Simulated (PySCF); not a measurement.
Species: C₅H₁₁P.
Z-matrix (Å and degrees, PBE0-D3(BJ)/def2-SVP geometry), rows numbered from 1:
```
C 
C   1  1.5216
P   2  1.8633  1  111.98
C   3  1.8864  2   99.42  1   161.15
C   4  1.5392  3   91.39  2   -83.76
C   5  1.5386  4   97.49  3   -16.73
H   1  1.1013  2  111.34  3    58.39
H   1  1.1018  2  111.46  3   -61.45
H   1  1.1011  2  111.37  3   178.74
H   2  1.1037  1  110.26  3  -117.65
H   2  1.1032  1  110.85  3   124.51
H   4  1.1005  3  116.87  2    37.75
H   4  1.1013  3  109.63  2   161.23
H   5  1.1007  4  110.67  3    98.79
H   5  1.1032  4  115.61  3  -139.86
H   6  1.1008  3  117.13  2   -38.15
H   6  1.1012  3  109.58  2  -161.53
```

Level: PBE0/pcSseg-1 and wB97X-D/def2-SVPD in PySCF, non-relativistic, on one gas-phase PBE0-D3(BJ)/def2-SVP geometry that isn't relaxed in the solvent. The solvent is an IEF-PCM continuum (cavity from Bondi-type radii × 1.2). Specific hydrogen bonds and non-electrostatic terms are outside this model.

Gas phase at PBE0/pcSseg-1: HOMO -6.30 eV, LUMO 0.69 eV, dipole 1.37 D.

Q: What does the continuum do to the energy, the frontier levels and the dipole at PBE0/pcSseg-1 in benzene?

A: 
```
solvent      ε  E(solvent) − E(gas) (kcal/mol)  polarisation term (kcal/mol)  distortion of the solute (kcal/mol)  HOMO (eV)  LUMO (eV)  dipole (D)
benzene  2.271                           -1.06                         -1.13                                 0.07      -6.32       0.71        1.61
```

The polarisation term is half the interaction of the solute with the surface charges that it induces; the rest is the cost of distorting the solute's density. The sum is the electrostatic part of solvation alone.

Q: Which radius a makes the point-dipole formula ΔE = −[(ε − 1)/(2ε + 1)]·μ²/a³ give the value in benzene, with the gas-phase dipole?

A: μ = 0.539 au and |ΔE| = 0.00169 Eh give a = 1.80 Å; the farthest nucleus lies 3.29 Å from the centroid of the nuclei, so such a sphere wouldn't even hold the nuclei. The formula assumes a rigid point dipole at the centre of a sphere.

Q: Which Hirshfeld charges (PBE0/pcSseg-1) respond most in benzene (means over atoms taken as equivalent)?

A: 
| atoms | environment | gas (e) | solvent (e) | change |
| --- | --- | --- | --- | --- |
| P3 | phosphine phosphorus | +0.133 | +0.119 | -0.014 |
| H10/H11 | methylene hydrogen | +0.036 | +0.038 | +0.002 |
| H12/H13/H16/H17 | methylene hydrogen | +0.036 | +0.037 | +0.001 |
| H14/H15 | methylene hydrogen | +0.036 | +0.037 | +0.001 |
| C1 | methyl carbon | -0.118 | -0.119 | -0.001 |
| C2 | sp3 carbon bound to phosphorus | -0.112 | -0.111 | +0.001 |
| C4/C6 | sp3 carbon bound to phosphorus | -0.116 | -0.115 | +0.001 |
| H7/H8/H9 | methyl hydrogen | +0.038 | +0.038 | 0.000 |

Gas phase at wB97X-D/def2-SVPD: HOMO -8.10 eV, LUMO 2.13 eV, dipole 1.43 D.

Q: What does the continuum do to the energy, the frontier levels and the dipole at wB97X-D/def2-SVPD in benzene?

A: 
| solvent | ε | E(solvent) − E(gas) (kcal/mol) | polarisation term (kcal/mol) | distortion of the solute (kcal/mol) | HOMO (eV) | LUMO (eV) | dipole (D) |
| --- | --- | --- | --- | --- | --- | --- | --- |
| benzene | 2.271 | -1.06 | -1.16 | 0.10 | -8.12 | 2.16 | 1.70 |

Q: How does the static polarisability (wB97X-D/def2-SVPD, frozen core, with the continuum's full static response) change?

A: 
```csv
medium,isotropic (au),principal values (au),⟨r²⟩ of the electrons (bohr²)
gas,84.4,"76.2, 79.7, 97.3",796.8
benzene,98.0,"89.5, 93.2, 111.4",796.8
```

The isotropic value in benzene is 1.16 times the gas-phase one; no cavity-field correction is applied. ⟨r²⟩ is taken about the centre of nuclear charge.

The run took 18 s on an Arm Neoverse V2 with one thread (shared host), and the process peaked at 1.0 GiB of memory. This is the whole shielding run at PBE0/pcSseg-1 in benzene, SCF included.

wB97X-D is run here without its empirical dispersion term; that term would change no orbital, density or response property at a fixed geometry.
